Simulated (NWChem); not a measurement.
acetonitrile (C$_{2}$H$_{3}$N)

```xyz
6

C      0.0096    -1.1749     0.0000
C     -0.0023     0.2783     0.0000
N     -0.0118     1.4351     0.0000
H     -0.5029    -1.5596     0.8932
H     -0.5029    -1.5596    -0.8932
H      1.0441    -1.5468     0.0000
```
Charge 0, spin multiplicity 1.

The numbers come from NWChem runs, not from measurements. Structure: optimised with PBE0/def2-SVP, a minimum by its harmonic frequencies.

The correlated methods keep 3 core orbitals frozen. The Pople sets run with spherical d functions.

Worked example. A B2PLYP run in 6-311G** ends its self-consistent part (53 % exact exchange, 47 % B88, 73 % LYP) at -132.50849 Ha, and second-order perturbation theory on those orbitals gives -0.55912 Ha unscaled.

The perturbative term enters with the weight 0.27: -132.50849 + 0.27·(-0.55912) = -132.65945 Ha is the total energy.
